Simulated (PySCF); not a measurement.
Gas-phase reaction: 2 HBNH + 2 H = B₂H₆ + N₂

Energies from PySCF (xtb for GFN2), thermal terms from the rigid-rotor harmonic-oscillator model, ideal gas at 1 bar. † marks an energy on the PBE0/def2-TZVP geometry and frequencies; other levels use their own. 6-31G* has spherical d functions here. Open shells (unrestricted): H (multiplicity 2); the rest are closed-shell singlets. GFN2 has no spin-polarisation term. HBNH: computed as isolated molecules; such fragments, hydroxides, amides, oligomers or adducts are transient or little studied in the gas. The harmonic model lacks anharmonicity and excited electronic states, which grow with temperature; levels with a mode under 35 cm⁻¹ are left out.

ΔH° and ΔS° at 298 K: BLYP/def2-TZVP† -458 kJ, -225 J/K; GFN2-xTB -336 kJ, -228 J/K; HF/6-31G* -424 kJ, -222 J/K; PBE0/def2-QZVP† -482 kJ, -225 J/K; PBE0/def2-TZVP -488 kJ, -225 J/K.

With the heat capacities included, give log10 K (1 bar) at 500, 600, 1000, 1200, 2500 K from BLYP/def2-TZVP†, GFN2-xTB, HF/6-31G*, PBE0/def2-QZVP†, PBE0/def2-TZVP.


```json
[
 {"T (K)": "500", "BLYP/def2-TZVP†": "35.8", "GFN2-xTB": "22.9", "HF/6-31G*": "32.5", "PBE0/def2-QZVP†": "38.3", "PBE0/def2-TZVP": "38.9"},
 {"T (K)": "600", "BLYP/def2-TZVP†": "27.6", "GFN2-xTB": "16.9", "HF/6-31G*": "24.9", "PBE0/def2-QZVP†": "29.7", "PBE0/def2-TZVP": "30.2"},
 {"T (K)": "1000", "BLYP/def2-TZVP†": "11.1", "GFN2-xTB": "4.7", "HF/6-31G*": "9.5", "PBE0/def2-QZVP†": "12.4", "PBE0/def2-TZVP": "12.7"},
 {"T (K)": "1200", "BLYP/def2-TZVP†": "6.9", "GFN2-xTB": "1.6", "HF/6-31G*": "5.6", "PBE0/def2-QZVP†": "8.0", "PBE0/def2-TZVP": "8.2"},
 {"T (K)": "2500", "BLYP/def2-TZVP†": "-3.9", "GFN2-xTB": "-6.4", "HF/6-31G*": "-4.5", "PBE0/def2-QZVP†": "-3.4", "PBE0/def2-TZVP": "-3.3"}
]
```
